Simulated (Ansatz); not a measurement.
**CHOSi (doublet): wave-function methods side by side, def2-TZVPP**

One table from this session's results is given with a row withheld; the runs are named, their logs left out.

Method: def2-TZVPP, core rule «outside noble gas», up to 7 orbitals frozen; program: Ansatz 0.2.0, Gaussian basis.

Plan: UHF; ROHF; CCSD(T) on UHF.

2 further runs of the same task are left out: 2 set aside as unsound or not needed.

## The geometry

The geometry is a PBE0/def2-TZVP stationary point (not a proven minimum).

4 atoms, charge 0, spin multiplicity 2.

Atoms are counted from 1 here; the program's logs count them from 0.

Bond lengths: C1–Si2 1.734 Å, C1–H4 1.091 Å, Si2–O3 1.512 Å. Angles: Si2–C1–H4 122.7°, C1–Si2–O3 156.4°.

The first run:

File in.yaml:

```yaml
crystal:
  periodic: [false, false, false]
  atoms:
    - {symbol: C, position_ang: [0.000000, -0.252496, 1.704393]}
    - {symbol: Si, position_ang: [0.000000, 0.153083, 0.018811]}
    - {symbol: O, position_ang: [0.000000, -0.110768, -1.469523]}
    - {symbol: H, position_ang: [0.000000, 0.501477, 2.492415]}
basis:
  gaussian: {orbitals: def2-TZVPP}
magnetization: {spin_polarized: true, initial_magnetization: 1}
hamiltonian: {xc: hf}
output: {orbitals: {seedname: orbitals}}
```

Started as:

```
ansatz run in.yaml --threads 1 --pin off --events-out ev --progress --plain --max-ram 4096MiB --backend cpu
```

Among the steps run: UHF; ROHF; CCSD(T) on UHF.

One of the session's tables, all rows but one given; the rest of the session is left out.

| method | from UCCSD(T) (meV) |
| --- | --- |
| ROHF | +14202.6 |
| UMP2 | +1455.7 |
| UCCSD | ? |
| UCCSD(T) | 0 |

**Question.** Estimate the row for UCCSD.

As computed: from UCCSD(T) (meV): +741.7. In the column «from UCCSD(T) (meV)» it lies between UCCSD(T) (0) and UMP2 (+1455.7).

Left out of the table: UHF (another determinant or state than the rows shown).

With the free atoms at the same levels and basis (separate runs), the atomisation energy is 13.629 eV at UCCSD(T), 8.733 eV at ROHF.

Caveats from the session: The determinant is far from a pure spin state, so its energy mixes those of several spin states (harmless only where they are near-degenerate, as at dissociation). Warnings: spin contamination; coupled cluster took another determinant than the lowest.
